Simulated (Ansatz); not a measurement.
A run for Ansatz (an electronic-structure program): R-CCSD(T)/aug-cc-pV(T+d)Z on sulfur dioxide (SMILES O=S=O), atoms moved off the minimum. Files ending in .json are basis or fitting sets from the Basis Set Exchange.

Ansatz 0.2 input:
```yaml
crystal:
  periodic: [false, false, false]
  atoms:
    - {symbol: O, position_ang: [-1.20941462, 0.39732600, 0.00902653]}
    - {symbol: S, position_ang: [-0.02087445, -0.38589150, 0.01373798]}
    - {symbol: O, position_ang: [1.25723031, 0.35082960, -0.00820045]}
basis:
  gaussian:
    orbitals: aug-cc-pV_T+d_Z.json
magnetization: {spin_polarized: false}
correlation: {method: ccsd_t, electrons: outside_noble_gas}
scf: {lower_state_search: off}
output: {forces: true}
```

Output:

```
WARN ansatz: RAYON_NUM_THREADS=1 ignored (pool sized by the plan → 1); use --threads N
Functional definition: HF
these checks for a lower state are left out or cut short: starts, cluster_reference, orbital_swaps, neighbouring_geometries, increment
integrals: 0.33 GiB planned
896 factors; integrals over basis functions are off by at most 1.1e-3 eV
mean field: 0.31 GiB planned
mean field evaluation 1: about -14888.8826 eV, gradient 4.7e1 eV
mean field evaluation 2: about -14888.8881 eV, gradient 4.7e1 eV
mean field evaluation 4: about -14892.7949 eV, gradient 3.1e0 eV
mean field evaluation 8: about -14892.8268 eV, gradient 5.7e-1 eV
mean field -14892.82780693 eV, -547.3013271832 hartree, gradient 4.2e-6 eV, S^2 0.000000; 0 other end points of the search recorded, 0 dependent functions left out; unrestricted orbitals would lower it
7 core orbitals not correlated
reference -14892.82780693 eV, -547.3013271832 hartree; 9, 9 occupied and 131, 131 virtual orbitals, 896 factors
densities: 1.49 GiB planned
second order -18.40672721 eV of doubles, -0.00000000 eV of singles
coupled cluster: 0.89 GiB planned
cycle   1  -17.31967706 eV  change     1.1e0 eV  update   1.5e-1
cycle   2  -17.99454514 eV  change   -6.7e-1 eV  update   5.9e-2
cycle   3  -18.16037632 eV  change   -1.7e-1 eV  update   2.3e-2
cycle   4  -18.13414954 eV  change    2.6e-2 eV  update   7.0e-3
cycle   5  -18.13125220 eV  change    2.9e-3 eV  update   3.1e-3
cycle   6  -18.13320090 eV  change   -1.9e-3 eV  update   1.2e-3
cycle   7  -18.13274265 eV  change    4.6e-4 eV  update   4.4e-4
cycle   8  -18.13241777 eV  change    3.2e-4 eV  update   1.3e-4
cycle   9  -18.13248693 eV  change   -6.9e-5 eV  update   6.8e-5
cycle  10  -18.13248890 eV  change   -2.0e-6 eV  update   2.9e-5
cycle  11  -18.13246700 eV  change    2.2e-5 eV  update   1.3e-5
cycle  12  -18.13248488 eV  change   -1.8e-5 eV  update   5.4e-6
cycle  13  -18.13248326 eV  change    1.6e-6 eV  update   2.3e-6
perturbative correction -0.99693443 eV, -0.0366366647 hartree
the calculation of the forces begins
mean field evaluation 16: about -14892.8278 eV, gradient 4.2e-6 eV
Total energy: -14911.95722462 eV, -548.0043203172 hartree
Atom 0 at    -1.209415     0.397326     0.009027 Å, force    -1.341529     0.506650     0.001136 eV/Å
Atom 1 at    -0.020874    -0.385891     0.013738 Å, force     2.708502     0.632235    -0.030602 eV/Å
Atom 2 at     1.257230     0.350830    -0.008200 Å, force    -1.366973    -1.138885     0.029466 eV/Å
Dipole moment:    -0.057255    -0.372438     0.006788 e Å
Checks for a lower state left out: starts, cluster_reference, orbital_swaps, neighbouring_geometries, increment
```

The run converged.

Cost: roughly 2.1 core-minutes.
